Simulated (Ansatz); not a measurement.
**hcp Sc**

The numbers are results of PBEsol (Ansatz, a quantum-chemistry and plane-wave program, PAW), not measurements.

Numerical settings: plane-wave cutoff 520 eV, 16×16×10 k mesh (along the axes of the cell as run), Fermi–Dirac smearing 0.1 eV, perturbation theory, force constants from a 4×4×2 q mesh, scalar-relativistic PAW data made under PBE.

Cell: relaxed at this level.

```json
{
  "zero_point_energy": "0.030 eV/atom"
}
```
